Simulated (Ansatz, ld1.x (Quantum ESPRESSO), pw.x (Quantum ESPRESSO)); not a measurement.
# Mo (Z = 42) (bcc): variants of one RRKJ potential in the solid

Mo (Z = 42), norm-conserving RRKJ (Kleinman–Bylander form), made with ld1.x (Quantum ESPRESSO) 7.5 (LDA (PW92), scalar-relativistic). Core [Kr], reference 4d5 5s1 5p0. Waves: 5p (bound, empty): rc 2.75 bohr; 4d (bound): rc 2.30 bohr; 5s (bound): rc 2.70 bohr. Local part: the s channel. Core correction: none. rho0 = 0.01.

Crystal test: bcc Mo in pw.x 7.5, no spin, 15³ k-points, Fermi–Dirac smearing 0.01 Ry, cutoffs set for each file from its atomic test. The reference is all-electron LAPW (Ansatz 0.2.0) with the same functional, mesh and smearing; V0 and B0 come from Birch–Murnaghan fits to the pressures at five volumes. Errors are pseudo minus all-electron; Δ is the rms difference of the E(V) curves that follow from these fits, minima aligned, over ±6 % about the mean V0. Mesh and smearing are coarse, so the numbers serve the comparison and aren't converged zero-temperature values; the lattice is a test structure that the element need not adopt.

All-electron: a0 = 3.113 Å (V0 = 15.08 Å³/atom), B0 = 291.6 GPa.

Base: The largest radius (2.75 bohr) exceeds half the bond length (2.55 bohr), so the spheres overlap, which is one possible source of error among others. This is a poor potential for the solid.

A dash in a converged row means that the minimum lies outside the volumes sampled.

| change | cutoffs (Ry) | pw.x | a0 (Å) | a0 error (%) | B0 error (%) | Δ (meV/atom) | mean pressure error (GPa) |
| --- | --- | --- | --- | --- | --- | --- | --- |
| base | 45/180 | converged | 3.144 | +1.01 | -1.7 | 29.3 | +9.33 |
| all radii scaled by about 1.28 (s 3.46, p 3.52, d 2.94 bohr) | 35/140 | converged | 3.103 | -0.31 | -6.8 | 9.1 | -2.63 |
| wave 5s (bound): rc 2.70 bohr becomes 5s (bound): rc 3.46 bohr | 45/180 | converged | 3.111 | -0.06 | -0.2 | 1.7 | -0.54 |
| core correction a·sin(br)/r model core inside 2.86 bohr | 50/200 | converged | – | – | – | – | +16.12 |
| reference 4d5 5s0.75 5p0 | 45/180 | converged | 3.141 | +0.91 | -1.2 | 26.3 | +8.36 |
| wave 4d (bound): rc 2.30 bohr becomes 4d (bound): rc 3.16 bohr | 35/140 | converged | – | – | – | – | +18.60 |
